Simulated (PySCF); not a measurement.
Molecule: `P[SiH2]P`, H6P2Si.

Atoms are numbered as in `[PH2:1][SiH2:2][PH2:3]`. Hydrogens are named by the atom that carries them.

Geometry PBE0-D3(BJ)/def2-SVP throughout; GIAO in PySCF 2.14, gas phase, one conformer, non-relativistic; equivalent atoms averaged; basis pcSseg-2.

Q: How do the shifts δ (against H3PO4, TMS at the same level) depend on the functional? (ppm; last column core-seconds on shared hosts with different chips, so compare them loosely; the GGAs took longer than the global hybrids here, which isn't the general rule, and the cause wasn't traced)

A: 
```csv
functional,kind,P1/P3,Si2,H(Si2),H(P1)/H(P3),core-s
HF,Hartree–Fock,-260.1,-45.9,4.29,1.72,8.3
LDA,LDA,-309.4,-55.8,5.12,2.00,16
PBE,GGA,-289.1,-52.4,4.92,1.88,20
BLYP,GGA,-273.6,-48.0,4.84,1.82,20
BP86,GGA,-285.6,-50.7,4.91,1.87,20
OPBE,GGA,-286.2,-50.8,4.85,1.89,20
KT2,GGA,-279.2,-53.0,4.85,1.86,20
KT3,GGA,-266.0,-48.3,4.70,1.79,20
B97-D,GGA,-268.5,-46.1,4.78,1.85,19
B3LYP,global hybrid,-276.4,-47.5,4.69,1.79,14
PBE0,global hybrid,-290.6,-51.3,4.73,1.84,14
mPW1PW91,global hybrid,-287.8,-50.1,4.70,1.82,14
WP04,global hybrid,-239.3,-35.1,4.15,1.52,13
B97-2,global hybrid,-280.0,-48.3,4.66,1.82,11
BHandHLYP,global hybrid,-273.6,-46.8,4.49,1.74,11
CAM-B3LYP,range-separated hybrid,-285.8,-50.3,4.58,1.76,17
wB97X-D,range-separated hybrid,-290.2,-51.6,4.61,1.79,15
LC-wPBE,range-separated hybrid,-304.7,-54.8,4.48,1.75,18
```

Q: Which nucleus moves most, in ppm?

A: P1/P3 (phosphorus bonded to Si, 2 H): from -309.4 ppm with LDA to -239.3 ppm with WP04. The smallest spread is 0.48 ppm, at H(P1)/H(P3).
